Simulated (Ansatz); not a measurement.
Niobium, bcc: convergence with Fermi-Dirac smearing

Computed with Ansatz, r²SCAN, scalar-relativistic PAW, on the relaxed cell (a = 3.302 Å; spin not included). Errors count from a run at 500 eV on a Γ-centred 22×22×22 mesh with Fermi-Dirac smearing of 0.1 eV, extrapolated to zero width. Fixed here: cutoff 500 eV, mesh 13×13×13. The SCF starts from atomic densities corrected by a trained network.

```tsv
width (eV)	E(σ→0) error (meV/atom)	F error (meV/atom)	P (GPa)	SCF iterations
0.01	-5.4	-5.5	-0.54	6
0.03	-5.2	-6.5	-0.52	6
0.1	-3.2	-25.2	0.00	6
0.2	-7.9	-88.3	0.86	6
0.3	-18.5	-183.8	1.87	6
0.6	-49.3	-644.4	6.38	6
```

Problem. What does the run at 1.0 give (width)?

Solution. E(σ→0) error (meV/atom): -65.1; F error (meV/atom): -1693.2; P (GPa): 16.12; SCF iterations: 6.
